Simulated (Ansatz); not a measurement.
Calculation: frozen-core CCSD(T)/cc-pVTZ // PBE0-D3(BJ)/def2-SVP (Ansatz, an electronic-structure program). The restricted HF reference is unstable towards unrestricted orbitals.

Ansatz 0.2 input:
```yaml
crystal:
  periodic: [false, false, false]
  atoms:
    - { symbol: C, position_ang: [-0.151051, 1.182954, -0.022457] }
    - { symbol: C, position_ang: [1.126426, 0.628518, -0.033421] }
    - { symbol: C, position_ang: [1.245398, -0.761441, -0.005993] }
    - { symbol: N, position_ang: [0.202673, -1.587231, 0.030132] }
    - { symbol: C, position_ang: [-1.014212, -1.049091, 0.040363] }
    - { symbol: C, position_ang: [-1.248335, 0.32621, 0.015296] }
    - { symbol: H, position_ang: [-0.289484, 2.267094, -0.043038] }
    - { symbol: H, position_ang: [2.017662, 1.25939, -0.062702] }
    - { symbol: H, position_ang: [2.237085, -1.229449, -0.013703] }
    - { symbol: H, position_ang: [-1.856568, -1.750571, 0.070275] }
    - { symbol: H, position_ang: [-2.269595, 0.713621, 0.025247] }
basis:
  gaussian: { orbitals: cc-pVTZ }
correlation:
  method: ccsd_t
```

Output:

```
Functional definition: HF
1451 factors; integrals over basis functions are off by at most 1.1e-3 eV
mean field evaluation 1: about -6711.4057 eV, gradient 3.4e1 eV
mean field evaluation 2: about -6711.8118 eV, gradient 3.4e1 eV
mean field evaluation 4: about -6715.0441 eV, gradient 4.8e0 eV
mean field evaluation 8: about -6715.1056 eV, gradient 2.9e-1 eV
mean field evaluation 16: about -6711.4072 eV, gradient 3.4e1 eV
mean field -6715.10610768 eV, -246.7755977949 hartree, gradient 1.9e-6 eV, S^2 0.000000; 0 other end points of the search recorded, 0 dependent functions left out; unrestricted orbitals would lower it
6 core orbitals not correlated
reference -6715.10610768 eV, -246.7755977949 hartree; 15, 15 occupied and 229, 229 virtual orbitals, 1451 factors
second order -26.77144444 eV of doubles, -0.00000000 eV of singles
cycle   1  -26.36013966 eV  change    4.1e-1 eV  update   1.2e-1
cycle   2  -27.11176600 eV  change   -7.5e-1 eV  update   3.9e-2
cycle   3  -27.26702020 eV  change   -1.6e-1 eV  update   1.7e-2
cycle   4  -27.25801694 eV  change    9.0e-3 eV  update   4.8e-3
cycle   5  -27.25942010 eV  change   -1.4e-3 eV  update   2.4e-3
cycle   6  -27.26060364 eV  change   -1.2e-3 eV  update   6.2e-4
cycle   7  -27.26030239 eV  change    3.0e-4 eV  update   3.0e-4
cycle   8  -27.26022512 eV  change    7.7e-5 eV  update   1.0e-4
cycle   9  -27.26025498 eV  change   -3.0e-5 eV  update   3.6e-5
perturbative correction -1.47229236 eV, -0.0541057462 hartree
Total energy: -6743.83865502 eV, -247.8314994340 hartree
```

Cost: about 100 core-seconds (a rough figure).
